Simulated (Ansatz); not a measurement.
Geometry optimisation, RKS PBE0-D4/6-31G* (Ansatz 0.2.0).

Input file:

```yaml
crystal:
  periodic: [false, false, false]
  atoms:
    - { symbol: Si, position_ang: [-0.12663, 0.150228, -0.882457] }
    - { symbol: O, position_ang: [1.149692, 0.152787, 1.67555] }
    - { symbol: H, position_ang: [0.746172, -0.655808, 2.021622] }
    - { symbol: H, position_ang: [1.764618, -0.167266, 0.975165] }
    - { symbol: F, position_ang: [-1.237235, 1.327737, -0.808637] }
    - { symbol: H, position_ang: [-0.937317, -0.983079, -0.205943] }
basis:
  gaussian: { orbitals: "6-31G*" }
hamiltonian:
  xc: pbe0
  dispersion: d4
relax:
  f_tol: 0.03
  max_steps: 50
output:
  orbitals: {}
```

Command:

```bash
$ ansatz run input.yaml --threads 1 --pin off --max-ram 2048MiB --backend cpu --events-out ev --progress --plain --runs-dir out
```

**Question.** Where does it end, and by what steps?

**Answer.** The forces met the threshold. After 6 steps the energy has fallen by 0.431 eV; O2 moved furthest, 0.58 Å. Joined: Si1–O2 (2.86 → 2.12 Å).

```json
{"step": "0", "energy less start (eV)": "0.0000", "largest force component (eV/Å)": "1.119", "accepted": "yes"}
{"step": "1", "energy less start (eV)": "-0.1002", "largest force component (eV/Å)": "1.748", "accepted": "yes"}
{"step": "2", "energy less start (eV)": "-0.2096", "largest force component (eV/Å)": "2.057", "accepted": "yes"}
{"step": "3", "energy less start (eV)": "-0.3715", "largest force component (eV/Å)": "0.941", "accepted": "yes"}
{"step": "4", "energy less start (eV)": "-0.4154", "largest force component (eV/Å)": "0.403", "accepted": "yes"}
{"step": "5", "energy less start (eV)": "-0.4284", "largest force component (eV/Å)": "0.285", "accepted": "yes"}
{"step": "6", "energy less start (eV)": "-0.4305", "largest force component (eV/Å)": "0.028", "accepted": "yes"}
```

```xyz
6
Properties=species:S:1:pos:R:3
Si -0.021 0.018 -0.745
O 0.883 0.124 1.166
H 0.530 -0.544 1.771
H 1.838 -0.020 1.101
F -0.965 1.314 -0.432
H -0.905 -1.068 -0.086
```

Whether the end is a true minimum wasn't checked by a vibrational analysis.

Run time: 6.6 s on 1 thread of Intel(R) Xeon(R) 6975P-C (Granite Rapids), with other jobs on the host, peak memory 0.14 GiB.
